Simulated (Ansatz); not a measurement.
```xyz
2

C     0.0000    0.0000   -0.6783
C     0.0000    0.0000    0.6783
```

RHF-MP2 on singlet C₂ was run in several spherical basis sets with Ansatz (development build ahead of 0.2.0). Frozen core: 2 orbitals. Caution for RHF-MP2: in another basis set an unrestricted determinant lies well below.

(1) Rank the basis sets by the total energy that they give, lowest first, with the distance from the lowest.
A. def2-TZVP
B. cc-pVTZ
C. 6-31G(d)

Answers

(1) A (0.00 eV), B (0.04 eV), C (1.92 eV).

Totals follow the description of the cores as much as that of the bonds, so this order isn't one of quality for chemistry.
